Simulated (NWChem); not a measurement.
Molecule: dimethyl ether (C₂H₆O); SMILES COC

Computed with NWChem. Structure relaxed at the PBE0/def2-SVP level. Level PBE0/def2-TZVP: single points from the atomic guess with DIIS by default; each run changes one setting, and all converged runs end within 0.3 mHa of each other.

| setting | SCF iterations |
|---|---|
| defaults | 7 |
| no DIIS, 40 % damping | 15 |
| DIIS on 3 Fock matrices | 8 |
| DIIS on 20 Fock matrices | 7 |
| core-Hamiltonian guess | 13 |
| level shift of 0.5 Ha throughout | 10 |
